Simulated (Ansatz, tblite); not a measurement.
Elastic constant C12 of wurtzite GaN: levels of theory against measurement

Reference value: 145 GPa (measured, temperature not stated, not corrected to a static lattice, our sources range from 129 to 145; as tabulated in Oses et al. (2018), arXiv:1811.08464).

**Question.** Put these levels in order of the elastic constant C12 that they give for wurtzite GaN, smallest first: GFN1-xTB (tblite), HSE06 (Ansatz, an electronic-structure program), PBE (Ansatz).

**Answer.** GFN1-xTB (59.6 GPa), PBE (113 GPa), HSE06 (133 GPa)

Unless a cell is named, each level is at its own relaxed cell (GFN1-xTB 12.90, PBE 11.76, HSE06 11.37 Å³/atom).

Differences against the reference: GFN1-xTB -59 %, PBE -22 %, HSE06 -8.3 %.

The measured value isn't corrected to a static lattice, so vibrations enter the comparison.  GFN1-xTB: the method was fitted mainly to molecules. GFN1-xTB: the run uses a supercell at the zone centre in place of a k mesh. Each level is taken at its own relaxed cell. K meshes differ between the levels. Ansatz's density-functional and Hartree–Fock values are scalar-relativistic unless marked +SOC, with PAW data made under PBE.

Differences are worked out from the printed values.
